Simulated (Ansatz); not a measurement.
Geometry optimisation, Ansatz, RKS PBE0/6-31G*.

Input:

```yaml
crystal:
  periodic: [false, false, false]
  atoms:
    - { symbol: Si, position_ang: [0.438258, -0.266793, -0.463037] }
    - { symbol: "N", position_ang: [-0.24729, -0.202233, 2.474819] }
    - { symbol: H, position_ang: [-1.117675, -0.428982, 2.947776] }
    - { symbol: H, position_ang: [0.197379, 0.532718, 3.018046] }
    - { symbol: H, position_ang: [0.83798, -0.317683, -1.896769] }
    - { symbol: H, position_ang: [0.63384, 1.112771, 0.032529] }
    - { symbol: H, position_ang: [-0.94361, -0.777811, -0.335091] }
    - { symbol: Cl, position_ang: [1.791539, -1.589828, 0.481345] }
    - { symbol: H, position_ang: [0.36678, -1.032059, 2.553682] }
basis:
  gaussian: { orbitals: "6-31G*" }
hamiltonian:
  xc: pbe0
relax:
  f_tol: 0.03
  max_steps: 50
```

Run as:

```bash
$ ansatz run input.yaml --threads 1 --pin off --max-ram 2048MiB --backend cpu --events-out ev --progress --plain --runs-dir out
```

Q: Where does it end, and by what steps?

A: The forces met the threshold. The force dipped under the threshold on the way, but the program's further checks kept it going. After 16 steps the energy has fallen by 0.072 eV; H3 moved furthest, 0.70 Å.

| step | energy less start (eV) | largest force component (eV/Å) | accepted |
| --- | --- | --- | --- |
| 0 | 0.0000 | 0.639 | yes |
| 1 | -0.0203 | 0.698 | yes |
| 2 | -0.0344 | 0.619 | yes |
| 3 | -0.0281 | 0.883 | no |
| 4 | -0.0495 | 0.249 | yes |
| 5 | -0.0559 | 0.036 | yes |
| 6 | -0.0561 | 0.036 | yes |
| 7 | -0.0440 | 0.924 | no |
| 8 | -0.0574 | 0.040 | yes |
| 9 | -0.0597 | 0.227 | yes |
| 10 | -0.0618 | 0.192 | yes |
| 11 | -0.0619 | 0.339 | yes |
| 12 | -0.0678 | 0.181 | yes |
| 13 | -0.0709 | 0.009 | yes |
| 14 | -0.0716 | 0.072 | yes |
| 15 | -0.0717 | 0.066 | yes |
| 16 | -0.0721 | 0.015 | yes |

```xyz
9
Properties=species:S:1:pos:R:3
Si 0.403 -0.281 -0.257
N -0.141 -0.291 2.296
H -1.013 0.156 2.570
H 0.608 0.169 2.806
H 0.726 -0.282 -1.719
H 0.363 1.150 0.129
H -0.872 -1.028 -0.142
Cl 2.056 -1.312 0.498
H -0.174 -1.250 2.632
```

Time of the run: 48 s on 1 thread of Arm Neoverse V1 (shared host), peak memory 0.13 GiB.
